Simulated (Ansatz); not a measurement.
# H2ClO (doublet): wave-function methods side by side at distance O1–H3 along a hydrogen transfer = 1.314 Å, cc-pVDZ

How much of the correlation energy of H2ClO (doublet) does each wave-function method recover here?

Method: cc-pVDZ, core rule «outside noble gas», up to 6 orbitals frozen; program: Ansatz 0.2.0, Gaussian basis.

To be run: UHF; CCSD(T) on ROHF; CCSD(T) on UHF; BCCD(T) on ROHF; CISD; CCSDT(Q) on ROHF; CCSDT(Q) on UHF; CASSCF and MRCISD+Q, 3 electrons in 3 orbitals; CASSCF and NEVPT2, 3 electrons in 3 orbitals; CASSCF and MRCISD+Q, 15 electrons in 10 orbitals; CASSCF and NEVPT4(SD), 15 electrons in 10 orbitals; CASSCF and NEVPT2, 15 electrons in 10 orbitals.

6 further runs of the same task are left out: 4 that didn't finish, 2 set aside as unsound or not needed.

## 1. What is computed

The geometry derives from fragments relaxed apart (PBE0/def2-TZVP) and kept rigid, so it is no stationary point. A hydrogen atom is moved between rigid fragments.

4 atoms, charge 0, spin multiplicity 2.

Atoms are counted from 1 here; the program's logs count them from 0.

Bond lengths: O1–H2 0.960 Å, H3–Cl4 1.350 Å.

## 2. UHF

File in.yaml:

```yaml
crystal:
  periodic: [false, false, false]
  atoms:
    - {symbol: O, position_ang: [-0.932173, -0.231644, 0.000000]}
    - {symbol: H, position_ang: [-1.181482, 0.694932, 0.000000]}
    - {symbol: H, position_ang: [0.381827, -0.231644, 0.000000]}
    - {symbol: Cl, position_ang: [1.731827, -0.231644, 0.000000]}
basis:
  gaussian: {orbitals: cc-pVDZ}
magnetization: {spin_polarized: true, initial_magnetization: 1}
hamiltonian: {xc: hf}
output: {orbitals: {seedname: orbitals}}
```

Command:

```bash
ansatz run in.yaml --threads 1 --pin off --events-out ev --progress --plain --max-ram 2393MiB
```

After this run come: CCSD(T) on ROHF; CCSD(T) on UHF; BCCD(T) on ROHF; CISD; CCSDT(Q) on ROHF; CCSDT(Q) on UHF; CASSCF and MRCISD+Q, 3 electrons in 3 orbitals; CASSCF and NEVPT2, 3 electrons in 3 orbitals; CASSCF and MRCISD+Q, 15 electrons in 10 orbitals; CASSCF and NEVPT4(SD), 15 electrons in 10 orbitals; CASSCF and NEVPT2, 15 electrons in 10 orbitals.

Before running them: what should the planned runs give, taken together? Wanted: UCCSDT(Q) below the RHF energy; RMP2 from UCCSDT(Q); UMP2 from UCCSDT(Q); RCCSD from UCCSDT(Q); RCCSD(T) from UCCSDT(Q); UCCSD(T) from UCCSDT(Q); RCCSDT(Q) from UCCSDT(Q); NEVPT2 pair from UCCSDT(Q); MRCISD+Q pair from UCCSDT(Q).

**Answer**, as computed:

| quantity | value |
| --- | --- |
| UCCSDT(Q) below the RHF energy | -9.4421 eV |
| RMP2 from UCCSDT(Q) | +1044.5 meV |
| UMP2 from UCCSDT(Q) | +1031.1 meV |
| RCCSD from UCCSDT(Q) | +204.7 meV |
| RCCSD(T) from UCCSDT(Q) | +36.4 meV |
| UCCSD(T) from UCCSDT(Q) | +35.2 meV |
| RCCSDT(Q) from UCCSDT(Q) | +0.7 meV |
| NEVPT2 pair from UCCSDT(Q) | +992.0 meV |
| MRCISD+Q pair from UCCSDT(Q) | +175.1 meV |
| NEVPT2 valence from UCCSDT(Q) | +1807.5 meV |
| levels within 1 kcal/mol (43 meV) | RCCSD(T), UCCSD(T), BCCD(T), RCCSDT, UCCSDT, RCCSDT(Q) |
| T1 diagnostic | 0.029 |
| effectively unpaired electrons | 1.01 |

RCCSD(T) misses by +36.4 meV, 0.4 % of the correlation energy. One determinant dominates. Of the multireference levels listed MRCISD+Q valence comes nearest in total energy (+167.9 meV), which doesn't show that its space is the better one. Coupled cluster took another determinant than the lowest Hartree-Fock one. These misses are within one basis, not against nature; the frozen cores of restricted and unrestricted runs differ, which can shift their rows.
